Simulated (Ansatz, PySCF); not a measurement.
hydrogen isocyanide (CHN), SMILES [C-]#[NH+].

Geometry: B3LYP-D3(BJ)/def2-TZVPD.

Two levels are set side by side: PBE/def2-TZVPD (Ansatz, a quantum-chemistry and plane-wave program) and EOM-CCSD/aug-cc-pVDZ (PySCF). PBE by ΔSCF, the other level by its IP root; same geometry, the bases differ. Differences are taken from unrounded values.

```csv
quantity,EOM-CCSD
vertical ionisation energy (eV),11.99
```

**Question.** What does PBE give, and how far is it from EOM-CCSD? (An estimate is asked for; the answer gives what the named calculation found.)

**Answer.** 
```tsv
quantity	PBE	PBE minus EOM-CCSD
vertical ionisation energy (eV)	12.00	0.01
```

On these quantities the two levels nearly agree.
